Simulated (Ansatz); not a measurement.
Ansatz (a program for electronic structure) input (PBE/6-31G*):

Ansatz 0.2 input:
```yaml
crystal:
  periodic: [false, false, false]
  atoms:
    - {symbol: N, position_ang: [-0.01032444, -0.06137292, 1.37552030]}
    - {symbol: C, position_ang: [0.01111261, -0.05076901, -1.42111101]}
    - {symbol: C, position_ang: [-0.00948800, 1.07811280, 0.68708221]}
    - {symbol: C, position_ang: [-0.00060027, -1.22012757, 0.69870174]}
    - {symbol: C, position_ang: [0.00986232, -1.19836935, -0.67466053]}
    - {symbol: C, position_ang: [0.00091708, 1.14604722, -0.70227612]}
    - {symbol: H, position_ang: [0.01945816, -0.05794193, -2.50410661]}
    - {symbol: H, position_ang: [-0.01757351, 1.98825720, 1.27697845]}
    - {symbol: H, position_ang: [-0.00150087, -2.13337060, 1.28042934]}
    - {symbol: H, position_ang: [0.00106483, 2.10330131, -1.20836099]}
basis:
  gaussian:
    orbitals: 6-31G*
hamiltonian:
  xc: {name: PBE}
magnetization: {spin_polarized: true, initial_magnetization: 1}
relax: {f_tol: 0.003, max_steps: 120}
```

Problem. Predict the final energy.

Solution. -247.28776 Eh.
